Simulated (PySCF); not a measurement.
dimethyl ether (C2H6O), SMILES COC. The structure is a stationary point at PBE-D3(BJ)/def2-TZVP.

Computed equilibrium geometry at PBE-D3(BJ)/def2-TZVP (PySCF confirms it by a frequency run) as Cartesian coordinates in Å, and its point group:
point group C2v.
```xyz
9

C      1.1698     0.0000     0.1978
O      0.0000     0.0000    -0.5985
C     -1.1698     0.0000     0.1978
H      1.2219    -0.8974     0.8454
H      1.2219     0.8974     0.8454
H      2.0302     0.0000    -0.4836
H     -1.2219    -0.8974     0.8454
H     -2.0302     0.0000    -0.4836
H     -1.2219     0.8974     0.8454
```
Charge 0, spin multiplicity 1.
